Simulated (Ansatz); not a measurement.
in.yaml

```yaml
crystal:
  periodic: [false, false, false]
  atoms:
    - {symbol: B, position_ang: [0.000000, 0.000000, 0.000000]}
    - {symbol: N, position_ang: [0.000000, 0.000000, 3.534000]}
basis:
  gaussian: {orbitals: 6-31G}
magnetization: {spin_polarized: false, initial_magnetization: 2}
correlation: {method: ccsdtq, electrons: outside_noble_gas}
```

```sh
$ ansatz run in.yaml --threads 1 --pin off --events-out ev --progress --plain --max-ram 2393MiB
```

(1) Roughly how long does this take on 1 thread of Arm Neoverse V2, shared host, and how much host memory?

```
391 factors; integrals over basis functions are off by at most 9.4e-8 eV
mean field evaluation 1: about -2139.5868 eV, gradient 1.9e1 eV
mean field evaluation 2: about -2139.5870 eV, gradient 1.9e1 eV
mean field evaluation 4: about -2123.8737 eV, gradient 4.8e1 eV
mean field evaluation 8: about -2142.5248 eV, gradient 3.2e-1 eV
mean field evaluation 16: about -2141.8414 eV, gradient 5.9e0 eV
mean field evaluation 32: about -2139.2110 eV, gradient 1.7e1 eV
mean field evaluation 64: about -2143.2414 eV, gradient 1.6e-6 eV
mean field evaluation 96: about -2143.2415 eV, gradient 2.6e-2 eV
mean field evaluation 128: about -2143.2424 eV, gradient 1.4e-1 eV
mean field evaluation 160: about -2143.2888 eV, gradient 1.6e-1 eV
...
cycle  47  -6.70374473 eV  change   -1.8e-6 eV  update   8.8e-6
cycle  48  -6.70374605 eV  change   -1.3e-6 eV  update   9.4e-6
cycle  49  -6.70374688 eV  change   -8.3e-7 eV  update   3.2e-6
cycle  50  -6.70374744 eV  change   -5.6e-7 eV  update   4.3e-6
cycle  51  -6.70374778 eV  change   -3.4e-7 eV  update   3.8e-6
cycle  52  -6.70374793 eV  change   -1.5e-7 eV  update   1.5e-6
cycle  53  -6.70374819 eV  change   -2.6e-7 eV  update   1.2e-6
cycle  54  -6.70374843 eV  change   -2.4e-7 eV  update   6.8e-7
cycle  55  -6.70374855 eV  change   -1.2e-7 eV  update   9.1e-7
cycle  56  -6.70374857 eV  change   -2.1e-8 eV  update   3.7e-7
WARN: these amplitudes may be one of several solutions (largest doubles amplitude 0.63, level shift 6.96 eV)
Total energy: -2149.22935139 eV, -78.9827218635 hartree
```

For the same geometry and basis full CI lies 0.1 meV lower. By full CI's occupations no single determinant describes the state well.

Answers

(1) 45 s wall and 0.26 GiB.
